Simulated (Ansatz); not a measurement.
## A basis-limit estimate, worked out

The pair of H2S (SMILES S, atoms 1–3) and SO2 (SMILES O=S=O, atoms 4–6), both closed shells, in one local arrangement (a lower one may exist), relaxed at PBE0-D4/def2-TZVP:

```csv
atom,x (Å),y (Å),z (Å)
S1,-0.2715,-1.0535,-1.3773
H2,-0.7332,0.1592,-1.7216
H3,1.0064,-0.6444,-1.4220
O4,-0.9696,1.2731,1.2728
S5,-0.2306,0.0846,1.5871
O6,1.1986,0.1811,1.6610
```

Both fragments are computed in the basis of the whole pair.

Ansatz 0.2.0; basis: def2-TZVPPD and def2-QZVPPD; cores frozen in the correlated methods.

Energies in eV:

| quantity | pair | first fragment | second fragment |
| --- | --- | --- | --- |
| Hartree–Fock, triple zeta (X = 3) | -25742.33699 | -10849.41294 | -14892.93010 |
| Hartree–Fock, quadruple zeta (X = 4) | -25743.15458 | -10849.71190 | -14893.44685 |
| MP2 correlation, X = 3 | -23.28413 | -5.24521 | -17.95224 |
| MP2 correlation, X = 4 | -25.07890 | -5.65311 | -19.31883 |
| CCSD(T) correlation, X = 3 | -24.89525 | -6.13029 | -18.69517 |

Problem. Work out the interaction energy at the basis limit: extrapolate Hartree–Fock as E(X) = E∞ + A exp(−7.88 √X) and the MP2 correlation as E(X) = E∞ + B X^−2.97 (the exponents that Neese and Valeev fitted for def2-TZVPP and QZVPP, reused here for the diffuse sets), then add CCSD(T) − MP2 in triple zeta.

Solution. Each step is linear, so take the differences first (pair − first fragment − second fragment): Hartree–Fock 0.00605 (X = 3) and 0.00417 (X = 4); MP2 correlation -0.08668 and -0.10696; CCSD(T) correlation -0.06979.
Two points give E∞ = E(4) + w [E(4) − E(3)], with w = 1/(exp(7.88 (2 − √3)) − 1) = 0.1377 for Hartree–Fock and w = 1/((4/3)^2.97 − 1) = 0.7407 for the correlation.
Hartree–Fock: 0.00417 + 0.1377 × (-0.00188) = 0.0039 eV.
MP2 correlation: -0.10696 + 0.7407 × (-0.02028) = -0.1220 eV.
CCSD(T) − MP2: -0.06979 − (-0.08668) = 0.0169 eV.
Sum: 0.0039 + (-0.1220) + 0.0169 = -0.1012 eV, or -2.33 kcal/mol. Plain CCSD(T) in triple zeta gives -0.0637 eV, so the larger basis shifts the result by -0.0375 eV.

T1 diagnostic: at most 0.022. The restricted Hartree–Fock reference is unstable towards an unrestricted one at one or more of these structures.

For scale, one of the runs: CCSD(T)/def2-TZVPPD, 216 basis functions, launched by `ansatz run in.yaml --threads 4 --pin off --events-out ev --progress --plain --max-ram 9574MiB`. Time: 18 s of wall clock on 4 CPU threads of an Intel Xeon 6975P-C; the host was shared. Peak host memory: 3.3 GiB.
